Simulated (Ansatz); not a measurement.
## Redistribution: C5H11N + CH4O → C5H10O + CH5N

Species: C5H11N (cyclopentylamine) `NC1CCCC1`, singlet; CH4O (methanol) `CO`, singlet; C5H10O (cyclopentanol) `OC1CCCC1`, singlet; CH5N (methylamine) `CN`, singlet. The partners trade NH2 for OH; both sit on C, so the bond types are kept.

Shapes, held fixed at every level: PBE0-D4/def2-TZVP. Flexible molecules stand in one conformer, not always the lowest. Programs: Ansatz 0.2.0. Electronic energies: no zero-point or thermal term.

```
                level                   kind  ΔE (kJ/mol)  less CCSD(T)/CBS estimate
        HF/def2-TZVPP           Hartree–Fock         -4.2                       +1.6
     SPW92/def2-TZVPP                    LDA         -9.8                       -4.0
  B3LYP-D4/def2-TZVPP          global hybrid         -6.2                       -0.4
   PBE0-D4/def2-TZVPP          global hybrid         -6.5                       -0.7
r2SCAN0-D4/def2-TZVPP          global hybrid         -7.1                       -1.3
    B2PLYP/def2-TZVPP          double hybrid         -6.6                       -0.8
       MP2/def2-TZVPP    perturbation theory         -5.1                       +0.7
 CCSD(T)/CBS estimate  coupled cluster or CI         -5.8                        0.0
```

The highest level, CCSD(T)/CBS estimate, gives ΔE = -5.8 kJ/mol; the levels span -9.8 to -4.2. The column of differences is taken from that level and isn't an error. No measured value is set beside it here. The CBS estimate extrapolates MP2 from def2-TZVPP and def2-QZVPP and adds CCSD(T) − MP2 in the triple-zeta set, cores frozen.
